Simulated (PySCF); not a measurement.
Triphosphine, P3H5.
Z-matrix (Å and degrees, PBE0-D3(BJ)/def2-SVP geometry), rows numbered from 1:
```
P 
P   1  2.2472
P   2  2.2460  1   95.04
H   1  1.4309  2   93.18  3    87.21
H   1  1.4307  2   93.30  3   179.54
H   2  1.4323  1   92.56  3    92.74
H   3  1.4309  2   93.22  1   -88.09
H   3  1.4307  2   93.27  1   179.58
```

Computed with PySCF at CAM-B3LYP/def2-SVPD, non-relativistic, on one gas-phase PBE0-D3(BJ)/def2-SVP geometry that isn't relaxed in the solvent. The solvent is an IEF-PCM continuum (van der Waals radii × 1.2), and excitations are vertical TDDFT with non-equilibrium linear response and a frozen core. Specific hydrogen bonds and non-electrostatic terms are outside this model.

Gas-phase singlets (H = HOMO, L = LUMO):

```csv
state,E (eV),λ (nm),f,leading configurations
S1,5.241,237,0.055,H→L 97%
S2,5.367,231,0.144,H→L+1 94%
S3,5.599,221,0.025,H→L+2 91%
S4,5.724,217,0.014,H→L+3 91%
S5,6.466,192,0.070,"H→L+4 48%, H-1→L 39%"
```

Q: How does the list change in dichloromethane (ε = 8.93)?

A: 
| state | E (eV) | λ (nm) | f | leading configurations | change by rank (eV) |
| --- | --- | --- | --- | --- | --- |
| S1 | 5.246 | 236 | 0.099 | H→L 97% | +0.005 |
| S2 | 5.342 | 232 | 0.235 | H→L+1 95% | -0.025 |
| S3 | 5.685 | 218 | 0.020 | H→L+2 95% | +0.086 |
| S4 | 5.837 | 212 | 0.036 | H→L+3 94% | +0.113 |
| S5 | 6.511 | 190 | 0.118 | H-1→L 62%, H→L+4 27% | +0.045 |

Q: How do the frontier levels move from gas to dichloromethane?

A: 
```csv
orbital,gas (eV),solvent (eV),change (eV)
LUMO+2,0.97,1.17,+0.20
LUMO+1,0.69,0.84,+0.15
LUMO,0.54,0.71,+0.17
HOMO,-7.78,-7.69,+0.09
HOMO-1,-9.26,-9.13,+0.13
HOMO-2,-10.41,-10.19,+0.22
HOMO-3,-11.07,-10.82,+0.25
```

The HOMO–LUMO gap goes from 8.33 to 8.40 eV.
